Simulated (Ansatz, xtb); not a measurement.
# Two isomers of C3H3ClO2

Structure X: `O=CO/C=C\Cl`, a singlet. Structure Y: `C=C(Cl)OC=O`, a singlet. Both are isolated molecules in the gas phase, relaxed with PBE-D3(BJ)/def2-SVP; the shapes shown needn't be the lowest conformers.

X (Å):

```xyz
9

C    -0.2354    2.3728    0.0449
C     2.1026    2.2849   -0.1364
C     3.2997    2.8304   -0.4187
Cl    3.5168    4.4563   -0.9591
O    -0.3438    1.2318    0.4196
O     0.9392    3.0061   -0.2630
H    -1.0665    3.1017   -0.1138
H     1.9911    1.2452    0.2066
H     4.2209    2.2409   -0.3125
```

Y (Å):

```yaml
atoms:
  - { symbol: C, position_ang: [1.4619, 0.2158, -1.5751] }
  - { symbol: C, position_ang: [0.9064, 0.6979, -0.4550] }
  - { symbol: C, position_ang: [-0.9185, 2.1987, -0.2553] }
  - { symbol: Cl, position_ang: [0.8077, -0.1948, 1.0348] }
  - { symbol: O, position_ang: [0.4409, 1.9965, -0.3679] }
  - { symbol: O, position_ang: [-1.7593, 1.3428, -0.2824] }
  - { symbol: H, position_ang: [1.8904, -0.7932, -1.5975] }
  - { symbol: H, position_ang: [1.4910, 0.8454, -2.4747] }
  - { symbol: H, position_ang: [-1.0802, 3.2993, -0.1430] }
```

Quicker runs give these differences E(Y) − E(X): GFN2-xTB −1.14 kJ/mol; HF/STO-3G +5.60 kJ/mol (at GFN2-xTB geometries); r2SCAN-D4/def2-SVP +11.25 kJ/mol (at GFN2-xTB geometries).

Question: Which of the two would you expect CCSD(T)/def2-SVP + ΔMP2/def2-TZVPP electronic energies to favour?

Answer: Not settled: CCSD(T)/def2-SVP + ΔMP2/def2-TZVPP gives E(Y) − E(X) = +5.72 kJ/mol, but this leans on the basis-set step: CCSD(T) alone gives +3.52 kJ/mol.

The same difference at several levels:

| level | geometry | E(Y) − E(X) (kJ/mol) | departure from the last row (kJ/mol) | job, with rough time for the two |
| --- | --- | --- | --- | --- |
| GFN2-xTB | GFN2-xTB | −1.14 | −6.86 | optimisation, 0.31 s |
| HF/STO-3G | GFN2-xTB | +5.60 | −0.12 | single point, 0.46 s |
| r2SCAN-D4/def2-SVP | GFN2-xTB | +11.25 | +5.53 | single point, 3.2 s |
| PBE-D3(BJ)/def2-SVP | PBE-D3(BJ)/def2-SVP | +10.26 | +4.54 | optimisation, 32 s |
| HF/def2-SVP | PBE-D3(BJ)/def2-SVP | +11.33 | +5.61 | part of the CCSD(T) run |
| MP2/def2-SVP | PBE-D3(BJ)/def2-SVP | +2.22 | −3.50 | part of the CCSD(T) run |
| CCSD(T)/def2-SVP | PBE-D3(BJ)/def2-SVP | +3.52 | −2.20 | single point |
| CCSD(T)/def2-SVP + ΔMP2/def2-TZVPP | PBE-D3(BJ)/def2-SVP | +5.72 |  | single point, 32 s |

As drawn, both hold the same kinds of bond in the same numbers.

GFN2-xTB finds them nearly level. The largest departure from CCSD(T)/def2-SVP + ΔMP2/def2-TZVPP is that of GFN2-xTB, 6.86 kJ/mol. The last row adds to CCSD(T) the change of the MP2 difference between the two basis sets, here +2.20 kJ/mol.

With harmonic frequencies from PBE-D3(BJ)/def2-SVP (ideal gas, rigid rotor, one conformer each, 298.15 K, 1 atm): the zero-point term adds −2.46 kJ/mol; ΔH is +3.49 and ΔG +3.30 kJ/mol.

The correlated steps freeze 10 core orbitals. Mirror images aren't counted in ΔG. Codes used: Ansatz 0.2.0, xtb 6.7.1; the last row on 2 threads of Intel(R) Xeon(R) Processor @ 2.70GHz on a shared host.
